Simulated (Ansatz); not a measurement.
C$_{3}$H$_{5}$F (`C/C=C\F`). Total charge 0; spin multiplicity 1. Geometry: relaxed with PBE0-D4/def2-TZVP.

```xyz
9

C     0.645    0.943   -0.030
C    -0.135   -0.205    0.509
C    -0.764   -1.115   -0.211
F    -0.766   -1.097   -1.552
H     0.235    1.893    0.325
H     1.685    0.900    0.307
H     0.638    0.953   -1.119
H    -0.207   -0.325    1.585
H    -1.330   -1.948    0.186
```

What is the dipole moment at ωB97M-V/def2-TZVPP? (An estimate is asked.)

Computed: 1.38 D, with components (0.19, 0.25, 1.34) D in this frame, pointing from negative to positive charge.

And with PBE, r2SCAN, B3LYP? (Best estimate.)

The calculation gave: PBE 1.26 D, r2SCAN 1.32 D, B3LYP 1.39 D.

Give the Mulliken charges with ωB97M-V, PBE, r2SCAN in def2-TZVPP. (Best estimate.)

Computed: 
```csv
atom,ωB97M-V,PBE,r2SCAN
C1,-0.26,-0.21,-0.08
C2,-0.15,-0.15,-0.15
C3,0.09,0.07,0.11
F4,-0.21,-0.17,-0.21
H5,0.11,0.09,0.05
H6,0.11,0.09,0.05
H7,0.10,0.09,0.06
H8,0.11,0.09,0.08
H9,0.10,0.09,0.09
```

B3LYP here is the variant with VWN-RPA as its local correlation; programs differ in this.
